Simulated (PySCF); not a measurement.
Which level of theory gave which numbers?

Compound: formaldoxime, CH3NO.
SMILES: `C=NO`

The closed-shell ground state was solved 4 times with PySCF (density fitting, gas phase), always in the pcSseg-2 basis (150 functions), with these functionals: B97-2, KT3, PBE0 and wB97X-D. Isolated species at its PBE0-D3(BJ)/def2-TZVP geometry (one conformer only).

```tsv
row	total energy (Eh)	HOMO (eV)	LUMO (eV)	dipole (D)
P	-169.8240	-7.58	-0.39	0.22
Q	-172.3040	-6.54	-1.34	0.15
R	-169.8284	-9.76	1.54	0.27
S	-169.6942	-7.86	-0.32	0.23
```

Q: Which functional belongs to which row?

A: P = B97-2, Q = KT3, R = wB97X-D, S = PBE0. By rising HOMO–LUMO gap: KT3 (GGA) 5.20 eV; B97-2 (global hybrid, 21 % exact exchange) 7.19 eV; PBE0 (global hybrid, 25 % exact exchange) 7.54 eV; wB97X-D (range-separated hybrid) 11.30 eV. Total energies of different functionals aren't bounds to one another; each is stationary for its own functional.

The values belong to the conformer `[CH2:1]=[N:2][OH:3]`: H–O3–N2–C1 180°.

wB97X-D is run here without its empirical dispersion term; that term would change no orbital, density or response property at a fixed geometry.
